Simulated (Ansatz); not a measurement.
Saddle point of CH$_{5}$BO, closed shell (CH₅BO ([CH3][BH][OH]) → CH₃B ([BH][CH2]) + H₂O (still joined by a long B–O bond); bonds formed: O2–H4; bonds broken: C3–H4; bonds weakened to dative contacts: B1–O2), PBE0-D4/def2-TZVP structure:

```
8
angstrom
B -0.6776 -0.1475 -0.2740
O 0.3151 -1.3610 -0.2443
C 0.0849 0.9795 0.2092
H 0.8259 -0.3027 -0.3379
H -1.6690 -0.3234 -0.9036
H 0.4203 -1.7595 0.6286
H -0.1643 2.0036 -0.0480
H 0.8646 0.9108 0.9701
```

Energies are electronic, without zero-point energy. Barriers and step energies count from the start structure reached by relaxing down the imaginary mode; all methods use the PBE0-D4 structures, on which another method's saddle can fall below an end. Computed with Ansatz 0.2.0 (basis: def2-TZVPP, with def2-QZVPP for the basis limit); correlated methods freeze the cores. B3LYP uses VWN-RPA correlation. Extrapolation: Hartree–Fock as exp(−7.88 √X), correlation as X^−2.97.

| method | barrier (kJ/mol) | step energy (kJ/mol) |
| --- | --- | --- |
| SPW92 | 293.1 | 260.2 |
| PBE-D4 | 312.0 | 267.3 |
| BLYP-D4 | ? | 269.1 |
| r2SCAN-D4 | 329.8 | 275.5 |
| B97M-V | 345.4 | 277.9 |
| PBE0-D4 | ? | 276.4 |
| B3LYP-D4 | 341.1 | 276.4 |
| r2SCAN0-D4 | 342.4 | 280.8 |
| BHLYP-D4 | 365.5 | 287.0 |
| CAM-B3LYP-D4 | 346.8 | 280.7 |
| wB97X-V | 347.6 | 283.6 |
| wB97M-V | ? | 273.6 |
| B2PLYP | 343.9 | 277.5 |
| PBE-QIDH | 345.1 | 281.8 |
| RPA on PBE | 340.3 | 272.2 |
| HF | 407.5 | 301.8 |
| MP2 | 338.7 | 275.7 |
| CCSD | 355.8 | 278.2 |
| CCSD(T) | 343.9 | 272.9 |

(1) Fill in the withheld barriers. (An estimate is asked for; the value comes from the calculation.)

T1 diagnostic: at most 0.013.

## Answers

(1) By the calculation: PBE0-D4 332.5; BLYP-D4 325.7; wB97M-V 338.1 kJ/mol. Each is the energy of the saddle less that of the start structure, by the same method.

For comparison, the barrier by CCSD(T) at an estimated basis limit (MP2 extrapolated from triple and quadruple zeta, plus CCSD(T) − MP2 in triple zeta) is 343.1 kJ/mol.

Labels in which every atom is bracketed show which atoms are joined, not bond orders.

For scale, one of the runs: CCSD(T)/def2-TZVPP, 163 basis functions, launched by `ansatz run in.yaml --threads 2 --pin off --events-out ev --progress --plain --max-ram 4352MiB`. Time: 23 s of wall clock on 2 CPU threads of an Arm Neoverse V1; the host was shared. Peak host memory: 1.3 GiB.
